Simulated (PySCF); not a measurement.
First hyperpolarisability: `InChI=1S/C5H11F/c1-4-5(2,3)6/h4H2,1-3H3`

Geometry:
```tsv
atom	x (Å)	y (Å)	z (Å)
C1	2.005	-0.735	0.051
C2	0.910	0.149	0.625
C3	-0.307	0.326	-0.281
C4	-0.981	-0.986	-0.645
C5	-1.294	1.315	0.313
F6	0.156	0.886	-1.477
H7	1.691	-1.786	-0.035
H8	2.902	-0.712	0.687
H9	2.291	-0.385	-0.952
H10	1.316	1.155	0.819
H11	0.565	-0.238	1.598
H12	-0.295	-1.631	-1.210
H13	-1.864	-0.796	-1.272
H14	-1.304	-1.524	0.259
H15	-1.739	0.919	1.237
H16	-0.791	2.265	0.548
H17	-2.102	1.520	-0.404
```

Theory: PySCF 2.14.0, quadratic response CAM-B3LYP/def2-TZVPD first hyperpolarisability, Taylor convention, gas phase. Geometry: PBE0-D3(BJ)/def2-SVP.

Question: What is the first hyperpolarisability, and how does it disperse?

Answer: In au, Taylor convention; the vector part is βᵢ = ⅓ Σⱼ (βᵢⱼⱼ + βⱼᵢⱼ + βⱼⱼᵢ); β∥ is 3/5 of the vector part along the dipole, the dipole points from − to +:
| process | λ (nm) | β vector norm | β∥ | β HRS | depolarisation ratio |
| --- | --- | --- | --- | --- | --- |
| static β(0;0,0) | ∞ | 65.7 | -36.2 | 27.1 | 5.02 |
| second harmonic β(−2ω;ω,ω) | 1907 | 67.2 | -36.9 | 27.8 | 5.01 |
| Pockels β(−ω;ω,0) | 1907 | 66.2 | -36.4 | – | – |
| second harmonic β(−2ω;ω,ω) | 1064 | 70.7 | -38.4 | 29.3 | 5.00 |
| Pockels β(−ω;ω,0) | 1064 | 67.3 | -36.9 | – | – |

Question: Which lowest excitations, dipole and polarisabilities go with it?

Answer: S1 8.40 eV (f = 0.015); S2 8.56 eV (f = 0.026); S3 9.00 eV (f = 0.007); dipole 1.88 D; isotropic α 64.5 au static, 64.6 au at 1907 nm, 64.9 au at 1064 nm, 65.0 au at 953.5 nm, 66.1 au at 532 nm.
